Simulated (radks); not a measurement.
# B²⁺ in [He] 2p1: an all-electron calculation

The task here is to estimate one member of a computed series from the others.

The numbers are computed with radks (a radial shooting solver on a logarithmic mesh, Libxc functionals) version 1 (scalar-relativistic Kohn-Sham, PW91, spin-polarised, spherical densities, finite nucleus; open shells are filled with parallel spins first), except any that are marked as measured or tabulated.

### What is computed

* element: boron (Z = 5)
* charge: +2
* electrons: 3
* configuration: [He] 2p1
* nuclear rms radius: 2.406 fm

The outer shells:

B²⁺
```
[He] core
2p [↑ ][  ][  ]
```

The first run:

The run's settings:

```text
Z 5
configuration [He] 2p1 2s0 3p0
relativity scalar-relativistic
functional pw91,pw91
spin polarised
nucleus finite rms 2.406 fm
c 137.035999084
```

Steps of the session up to this table: Self-consistent calculation.

One table of the session follows, with a row left open; its other results are not shown here.

It belongs to the step «Radial structure». Radial moments (bohr):

```
  level     <r>  outermost maximum (interpolated)  90 % within
  1s up  0.3285                             0.210        0.591
1s down       ?                                 ?            ?
  2s up   1.630                              1.36         2.51
  2p up   1.581                              1.25         2.56
```

Q: Estimate the row for 1s down from the others.

As computed: <r>: 0.3273; outermost maximum (interpolated): 0.210; 90 % within: 0.588. In the column «<r>» it is the lowest.
